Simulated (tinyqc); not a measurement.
RKS/PBE0 in the sto-3g basis, for H2F+, spin multiplicity 1, step by step. One step of it, computed by the program tinyqc.

Problem. Iteration 14 (converged): orbitals. Diagonalise F' = X^T F X, C = X C', fill 5 alpha and 5 beta electrons from the bottom; D = 2 C_occ C_occ^T. Each column has its largest component positive (the first on a tie).

converged F (hartree), lower triangle:
```
             1F 1s      1F 2s     1F 2px     1F 2py     1F 2pz      2H 1s      3H 1s
1F 1s   -25.148100
1F 2s    -6.449108  -3.230183
1F 2px    0.000000   0.000000  -0.803236
1F 2py    0.000000   0.000000   0.000000  -0.880483
1F 2pz   -0.021823  -0.163630   0.000000   0.000000  -0.856488
2H 1s    -1.175785  -1.083791   0.000000  -0.409637  -0.383374  -0.870377
3H 1s    -1.175785  -1.083791   0.000000   0.409637  -0.383374  -0.422096  -0.870377
```

X, lower triangle:
```
            1F 1s      1F 2s    1F 2px     1F 2py     1F 2pz      2H 1s     3H 1s
1F 1s    1.023907
1F 2s   -0.138143   1.169760
1F 2px   0.000000   0.000000  1.000000
1F 2py   0.000000   0.000000  0.000000   1.071293
1F 2pz  -0.007188   0.072302  0.000000   0.000000   1.035422
2H 1s    0.018457  -0.228213  0.000000  -0.178096  -0.112220   1.143264
3H 1s    0.018457  -0.228213  0.000000   0.178096  -0.112220  -0.100623  1.143264
```

Give: F' = X^T F X; orbital energies; coefficients C; D after iteration 14.

Solution.

F' = X^T F X (hartree), lower triangle:
```
          1        2        3        4        5        6        7
1  -24.6807
2   -3.3175  -1.9476
3    0.0000   0.0000  -0.8032
4    0.0000   0.0000   0.0000  -0.7263
5   -0.0357  -0.0384   0.0000   0.0000  -0.7769
6   -0.1659  -0.3818   0.0000  -0.3046  -0.2193  -0.4771
7   -0.1659  -0.3818   0.0000   0.3046  -0.2193  -0.0906  -0.4771
```

orbital energies (hartree): MO1 -25.1589, MO2 -1.7226, MO3 -1.0194, MO4 -0.8818, MO5 -0.8032, MO6 -0.2097, MO7 -0.0934

coefficients C:
```
            MO1      MO2      MO3      MO4     MO5      MO6      MO7
1F 1s    0.9942  -0.2457   0.0000   0.0903  0.0000   0.1060   0.0000
1F 2s    0.0252   0.9177   0.0000  -0.4358  0.0000  -0.6812   0.0000
1F 2px   0.0000   0.0000   0.0000   0.0000  1.0000   0.0000   0.0000
1F 2py   0.0000   0.0000   0.7440   0.0000  0.0000   0.0000  -0.8109
1F 2pz   0.0030   0.1737   0.0000   0.8358  0.0000  -0.6114   0.0000
2H 1s   -0.0050   0.0948   0.3476   0.2236  0.0000   0.7413   0.8274
3H 1s   -0.0050   0.0948  -0.3476   0.2236  0.0000   0.7413  -0.8274
```

D after iteration 14, lower triangle:
```
          1F 1s    1F 2s  1F 2px   1F 2py  1F 2pz    2H 1s   3H 1s
1F 1s    2.1140
1F 2s   -0.4796   2.0657
1F 2px   0.0000   0.0000  2.0000
1F 2py   0.0000   0.0000  0.0000   1.1070
1F 2pz   0.0717  -0.4096  0.0000   0.0000  1.4576
2H 1s   -0.0161  -0.0212  0.0000   0.5172  0.4068   0.3597
3H 1s   -0.0161  -0.0212  0.0000  -0.5172  0.4068  -0.1236  0.3597
```
